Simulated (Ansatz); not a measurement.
**Changing the shape of BH4N, singlet**

Program: Ansatz, Gaussian basis, development build; NEVPT3, MRCISD by development code. Basis cc-pV(T+d)Z, nonrelativistic, 2 orbitals frozen in the corrections; active space CAS(2,2). Restricted Hartree–Fock, then the lowest state-specific CASSCF solution met for each case. Coupled cluster stands on the determinant that it favours, not always the lowest RHF. Single-reference values can break down or jump between states where bonds are stretched. Unlike active orbitals can shift such differences by tenths of an eV, at times by over 1 eV.

Case A:

```xyz
6

B     0.0000    0.0000   -0.7800
N     0.0000    0.0000    0.6125
H     0.0000    1.0455   -1.3584
H     0.0000   -1.0455   -1.3584
H     0.0000    0.8463    1.1647
H     0.0000   -0.8463    1.1647
```

Case B:

```
atom    x (Å)    y (Å)    z (Å)
   B   0.0000   0.0000  -0.7800
   N   0.0000   0.0000   0.6125
   H   0.0000   1.0455  -1.3584
   H   0.0000  -1.0455  -1.3584
   H  -0.8463   0.0000   1.1647
   H   0.8463   0.0000   1.1647
```

Energy less that of case A, in eV:

```
case  RHF/ROHF  CASSCF  CCSD(T)  NEVPT3  MRCISD
   B    +1.515  +1.540   +1.697  +1.649  +1.633
```

Problem. What does MRCISD+Q give for these differences?

Solution. B: +1.674 eV (38.6 kcal/mol).
